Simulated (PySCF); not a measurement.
Isomers of C4H5NO, mass 83.037 u with the commonest isotopes. Method: PySCF 2.14.0, PBE0-D3(BJ)/def2-SVP geometry optimisation, gas phase. One conformer each, none proved a minimum here; rigid rotors.

**Question.** Order these by rotational constant B, smallest first.
A. `Cc1ccon1` (3-methylisoxazole)
B. `N#C[C@H]1CCO1`
C. `[O:1]=[CH:2][NH:3][CH:4]1[CH:5]=[CH:6]1` with O1–C2–N3–C4 0°, C2–N3–C4–C5 150°
D. `[CH:1]#[C:2][C:3](=[O:4])[NH:5][CH3:6]` with C2–C3–N5–C6 180°
E. `[N:1]#[C:2][CH2:3][C@@H:4]1[CH2:5][O:6]1` with C2–C3–C4–C5 -96°
F. `[CH3:1][C@H:2]([C:3]#[N:4])[CH:5]=[O:6]` with C1–C2–C5–O6 -95°

**Answer.** E (1972 MHz), C (2076 MHz), D (2342 MHz), F (2550 MHz), B (2644 MHz), A (3555 MHz).

**Question.** Order these by rotational constant A, smallest first.
A. `[CH3:1][C@H:2]([C:3]#[N:4])[CH:5]=[O:6]` with C1–C2–C5–O6 -95° (2-methyl-3-oxopropanenitrile)
B. `[CH3:1][C:2](=[O:3])[CH2:4][C:5]#[N:6]` with C1–C2–C4–C5 -25°
C. `n1c(C)cco1` (3-methylisoxazole)
D. `[N:1]#[C:2][CH2:3][C@@H:4]1[CH2:5][O:6]1` with C2–C3–C4–C5 -96°
E. `[O:1]=[CH:2][NH:3][CH:4]1[CH:5]=[CH:6]1` with O1–C2–N3–C4 0°, C2–N3–C4–C5 150°

**Answer.** A (6123 MHz), B (8004 MHz), C (9249 MHz), D (12407 MHz), E (12824 MHz).

**Question.** Order these by radius of gyration √(Σ m r²/M), smallest first.
A. `[C@@H]1(C#N)OCC1`
B. `[O:1]=[CH:2][NH:3][C:4]1=[CH:5][CH2:6]1` with O1–C2–N3–C4 0°, C2–N3–C4–C5 180°
C. `[N:1]#[C:2][CH2:3][C@@H:4]1[CH2:5][O:6]1` with C2–C3–C4–C5 -96°
D. 3-methylisoxazole (`Cc1ccon1`)
E. `[O:1]=[CH:2][NH:3][CH:4]1[CH:5]=[CH:6]1` with O1–C2–N3–C4 0°, C2–N3–C4–C5 150°

**Answer.** D (1.533 Å), A (1.660 Å), B (1.721 Å), E (1.795 Å), C (1.858 Å).

```csv
SMILES,point group,Ia (u·Å²),Ib (u·Å²),Ic (u·Å²),κ,μa (D),μb (D),μc (D)
N#CC[C@@H]1CO1,C1,40.73,256.24,276.50,-0.97,2.09,0.32,0.40
Cc1ccon1,Cs,54.64,142.15,193.61,-0.72,0.52,2.86,0.01
O=CNC1C=C1,Cs,39.41,243.42,252.23,-0.99,3.25,2.76,0.01
C#CC(=O)NC,near Cs,55.40,215.78,267.99,-0.87,0.24,3.88,0.02
N#C[C@H]1CCO1,C1,54.17,191.12,212.16,-0.92,3.66,2.05,0.95
CC(=O)CC#N,C1,63.14,214.81,266.36,-0.85,1.08,0.05,1.19
C[C@H](C#N)C=O,C1,82.54,198.20,261.90,-0.70,1.14,2.44,0.19
O=CNC1=CC1,Cs,53.79,193.78,244.17,-0.85,0.65,3.64,0.01
```
